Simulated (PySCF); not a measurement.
## Radiative rates from a computed spectrum

Formyl chloride, CHClO.
InChI=1S/CHClO/c2-1-3/h1H

The calculation used PySCF, TDDFT B3LYP/def2-SVPD, vertical, gas phase, core orbitals frozen in the response. Geometry: GFN2-xTB; no solvent, vibrations or thermal averaging.

Computed singlets with f of 0.002 or more:

```
state  E (eV)      f
   S3    6.81  0.032
   S4    8.08  0.128
   S5    8.25  0.018
   S7    8.79  0.254
   S8    9.16  0.033
```

Task: Give A, τ, |μ| and ∫σ dE for each state.

Result: For one non-degenerate pair of states in vacuum, A = 0.6670 f ν̃² s⁻¹ with ν̃ in cm⁻¹, τ = 1/A, |μ|² = 3f / (2ΔE) in atomic units, and the integrated cross-section is ∫σ dE = 109.76 f Mb·eV.

```json
{"state": "S3", "A (s⁻¹)": "6.5×10⁷", "τ": "15 ns", "|μ| (D)": "1.12", "∫σ dE (Mb·eV)": "3.5"}
{"state": "S4", "A (s⁻¹)": "3.6×10⁸", "τ": "2.8 ns", "|μ| (D)": "2.04", "∫σ dE (Mb·eV)": "14"}
{"state": "S5", "A (s⁻¹)": "5.4×10⁷", "τ": "18 ns", "|μ| (D)": "0.76", "∫σ dE (Mb·eV)": "2"}
{"state": "S7", "A (s⁻¹)": "8.5×10⁸", "τ": "1.2 ns", "|μ| (D)": "2.76", "∫σ dE (Mb·eV)": "28"}
{"state": "S8", "A (s⁻¹)": "1.2×10⁸", "τ": "8.4 ns", "|μ| (D)": "0.97", "∫σ dE (Mb·eV)": "3.6"}
```

The rates are for emission to S0 at the absorption energy, with no other channel.

Task: How much energy does a mole of photons resonant with S7 carry?

Result: 8.791 eV × 96.485 = 848 kJ/mol (203 kcal/mol).

Task: By what factor does the largest A in the list exceed the smallest?

Result: S7 has 16 times the rate of S5.

Task: Which computed singlets stay under f = 0.002?

Result: S1 (5.00 eV, f 0.0001), S2 (6.14 eV, f 0.0000) and S6 (8.30 eV, f 0.0000).

Hardware: an Arm Neoverse V1 with one thread, on a shared host. Cost: 2.9 s.
